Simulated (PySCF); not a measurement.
# Static response to an electric field

Compound: formyl chloride, CHClO.
Structure used (GFN2-xTB), in Å, numbered top down from 1:
```
atom  x, y, z in Å
O1    -0.8603   -0.9617   -0.0068
C2    -0.1741   -0.0015   -0.0058
Cl3    1.5617   -0.0721   -0.0051
H4    -0.5170    1.0400   -0.0051
```

Level: B3LYP/def2-SVPD (PySCF), static field, nuclei fixed, core orbitals frozen in the response. The polarisability tensor in these axes (au):

```
x   41.67  2.94  0.01
y    2.94 29.59  0.01
z    0.01  0.01 22.94
```

Question: What are the eigenvalues, a third of the trace, and Δα (Δα² = ½Σ(αi − αj)² over the three pairs)?

Answer: Principal values 22.94, 28.91 and 42.35 au; mean 31.40 au = 4.65 Å³ = 5.18 × 10⁻⁴⁰ C²·m²/J; Δα = 17.22 au (55 % of the mean).

Question: What is the dipole moment, and where does it point?

Answer: (0.13, 1.89, 0.00) D, 1.89 D in size, pointing from the negative to the positive side. Measured along this direction, the outermost atoms are O1 at the negative end and H4 at the positive end.

Question: Find the Langevin capture rate constant for O2+ (31.990 u) meeting this molecule (63.972 u), k = 2.342 × 10⁻⁹ cm³/s × √(α in Å³ / reduced mass in u).

Answer: The reduced mass is 21.33 u, so k = 1.09 × 10⁻⁹ cm³/s. The formula leaves out the permanent dipole, which adds to the capture rate.

Question: Rayleigh depolarisation ratio (linearly polarised light, static tensor)?

Answer: ρ = 3Δα²/(45ᾱ² + 4Δα²) = 889.6/(44373 + 1186.1) = 0.0195.

Question: In a dilute gas of rigid molecules at 500 K, how does the orientational term μ²/3kT compare with the electronic polarisability?

Answer: In Gaussian units μ²/3kT = 17.29 Å³ against 4.65 Å³, a ratio of 3.71; the Debye molar polarisation (4π/3)N_A(α + μ²/3kT) is 55.3 cm³/mol, leaving out the vibrational part.

Question: Refractivity n − 1 of an ideal gas of it at 350 K and 1 atm, from the electronic α?

Answer: N = p/kT = 2.0968 × 10¹⁹ cm⁻³, so n − 1 = 2π × N × 4.65 × 10⁻²⁴ cm³ = 613 × 10⁻⁶ at long wavelengths, for an ideal gas.

Geometry: GFN2-xTB; no solvent, vibrations or thermal averaging.

These values come from a run that also computed excited states. The run took 2.9 s of wall time on Arm Neoverse V1, one thread, no GPU (shared host).
